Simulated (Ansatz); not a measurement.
# AlHO (triplet): the correlation ladder, cc-pVDZ

Aim: climb from Hartree-Fock through coupled cluster for AlHO (triplet) at one geometry and basis, and see what each rung misses.

Computed with Ansatz 0.2.0, Gaussian basis. Level: cc-pVDZ, core rule «outside noble gas», up to 6 orbitals frozen.

The runs, in order: UHF; CCSD(T) on ROHF; CCSD(T) on UHF; BCCD(T) on ROHF; CISD; CCSDT(Q) on ROHF; CCSDT(Q) on UHF.

31 further runs of the same task are left out: 12 for a known fault of the program, 4 that didn't finish, 15 set aside as unsound or not needed.

## Step 1: What is computed

The geometry is a PBE0/def2-TZVP stationary point (not a proven minimum) of the parent state, kept for this charge and spin.

3 atoms, charge 0, spin multiplicity 3.

Atoms are counted from 1 here; the program's logs count them from 0.

Bond lengths: Al1–O2 1.594 Å, Al1–H3 1.568 Å. Angles: O2–Al1–H3 180.0°.

Geometry (Å):

```xyz
3
AlHO
Al    0.00000    0.00000    0.00847
O     0.00000    0.00000   -1.58528
H     0.00000    0.00000    1.57681
```

## Step 2: UHF

File in.yaml:

```yaml
crystal:
  periodic: [false, false, false]
  atoms:
    - {symbol: Al, position_ang: [0.000000, 0.000000, 0.008471]}
    - {symbol: O, position_ang: [0.000000, 0.000000, -1.585277]}
    - {symbol: H, position_ang: [0.000000, 0.000000, 1.576806]}
basis:
  gaussian: {orbitals: cc-pVDZ}
magnetization: {spin_polarized: true, initial_magnetization: 2}
hamiltonian: {xc: hf}
output: {orbitals: {seedname: orbitals}}
```

Started as:

```sh
$ ansatz run in.yaml --threads 1 --pin off --events-out ev --progress --plain --max-ram 2393MiB
```

The runs that follow: CCSD(T) on ROHF; CCSD(T) on UHF; BCCD(T) on ROHF; CISD; CCSDT(Q) on ROHF; CCSDT(Q) on UHF.

**Question.** What will the summary of the whole plan be? Wanted: UCCSDT(Q) below the RHF energy; RMP2 from UCCSDT(Q); UMP2 from UCCSDT(Q); RCCSD from UCCSDT(Q); RCCSD(T) from UCCSDT(Q); UCCSD(T) from UCCSDT(Q); RCCSDT(Q) from UCCSDT(Q); T1 diagnostic.

The runs gave:

```
                         quantity                                                   value
   UCCSDT(Q) below the RHF energy                                              -6.1325 eV
              RMP2 from UCCSDT(Q)                                              +821.3 meV
              UMP2 from UCCSDT(Q)                                              +824.5 meV
             RCCSD from UCCSDT(Q)                                              +167.2 meV
          RCCSD(T) from UCCSDT(Q)                                               +38.4 meV
          UCCSD(T) from UCCSDT(Q)                                               +38.2 meV
         RCCSDT(Q) from UCCSDT(Q)                                                +2.4 meV
levels within 1 kcal/mol (43 meV)  RCCSD(T), UCCSD(T), BCCD(T), RCCSDT, UCCSDT, RCCSDT(Q)
                    T1 diagnostic                                                   0.023
```

RCCSD(T) misses by +38.4 meV, 0.6 % of the correlation energy. Coupled cluster took another determinant than the lowest Hartree-Fock one. These misses are within one basis, not against nature; the frozen cores of restricted and unrestricted runs differ, which can shift their rows.
